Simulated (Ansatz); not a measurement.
Mulliken charges of FH$_{4}$Si$_{2}$ (`F[SiH][SiH3]`) radical from PBE/def2-TZVPP in Ansatz (PBE0-D4/def2-TZVP geometry).

| atom | x (Å) | y (Å) | z (Å) | charge (e) |
| --- | --- | --- | --- | --- |
| F1 | -0.436 | -2.004 | 1.277 | -0.267 |
| Si2 | -0.284 | -1.362 | -0.192 | 0.337 |
| Si3 | 0.466 | 0.852 | -0.065 | 0.086 |
| H4 | -1.606 | -1.516 | -0.869 | -0.056 |
| H5 | 0.541 | 1.352 | -1.464 | -0.036 |
| H6 | -0.440 | 1.731 | 0.725 | -0.032 |
| H7 | 1.821 | 0.879 | 0.542 | -0.032 |

Q: By hand: the dipole of these point charges (1 e Å = 4.8032 D).

A: Σ q r = (0.087, 0.102, -0.350) e Å, of length 0.375 e Å = 1.80 D.

Q: How does the dipole of the full density compare? (Best estimate.)

A: Computed: (0.028, 0.139, -0.178) e Å, 1.09 D; the point charges give 1.65 times that, at 22° from its direction.

Point charges leave out the atoms' own dipoles, such as those of lone pairs, and Mulliken's split depends on the basis, so the two needn't agree.
